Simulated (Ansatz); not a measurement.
Input file:

```yaml
crystal:
  periodic: [false, false, false]
  atoms:
    - {symbol: N, position_ang: [0.000000, 0.000000, 1.715500]}
    - {symbol: Ge, position_ang: [0.000000, 0.000000, 0.000000]}
    - {symbol: N, position_ang: [0.000000, 0.000000, -1.715500]}
basis:
  gaussian: {orbitals: cc-pVDZ}
magnetization: {spin_polarized: true, initial_magnetization: 0}
correlation: {method: mp2, electrons: outside_noble_gas}
accuracy: high
```

```sh
$ ansatz run in.yaml --threads 1 --pin off --events-out ev --progress --plain --max-ram 2393MiB
```

The program prints:

```
1106 factors; integrals over basis functions are off by at most 4.4e-9 eV
mean field evaluation 1: about -59424.6218 eV, gradient 1.8e1 eV
mean field evaluation 2: about -59424.6338 eV, gradient 1.8e1 eV
mean field evaluation 4: about -59427.3123 eV, gradient 2.6e0 eV
mean field evaluation 8: about -59427.5310 eV, gradient 1.3e-3 eV
mean field evaluation 16: about -59427.5310 eV, gradient 7.0e-5 eV
mean field evaluation 32: about -59429.1250 eV, gradient 2.8e0 eV
mean field evaluation 64: about -59429.4730 eV, gradient 4.8e0 eV
mean field evaluation 96: about -59429.7579 eV, gradient 1.0e-5 eV
mean field evaluation 128: about -59429.7528 eV, gradient 1.7e-6 eV
mean field evaluation 160: about -59427.9730 eV, gradient 7.8e-1 eV
mean field evaluation 192: about -59429.7528 eV, gradient 7.5e-3 eV
mean field evaluation 224: about -59429.8831 eV, gradient 8.7e-1 eV
mean field evaluation 256: about -59429.9913 eV, gradient 6.7e-1 eV
mean field evaluation 288: about -59428.9225 eV, gradient 5.9e0 eV
mean field evaluation 320: about -59429.7010 eV, gradient 2.0e0 eV
mean field evaluation 352: about -59430.0040 eV, gradient 6.3e-2 eV
mean field -59430.02262743 eV, -2184.0130484417 hartree, gradient 5.0e-8 eV, S^2 1.617769; 34 other end points of the search recorded, 0 dependent functions left out
16 core orbitals not correlated: weight in the atoms' cores, before any rotation towards them, 0.990 or more for the frozen orbitals, at most 0.006 for the correlated occupied ones
reference -59430.02262743 eV, -2184.0130484417 hartree; 7, 7 occupied and 32, 32 virtual orbitals, 1106 factors
second order -8.80687923 eV of doubles, -0.00000000 eV of singles
Total energy: -59438.82950666 eV, -2184.3366952840 hartree
```

Ran on 1 thread of Arm Neoverse V1, shared host: 17 s wall, 0.16 GiB peak host memory.
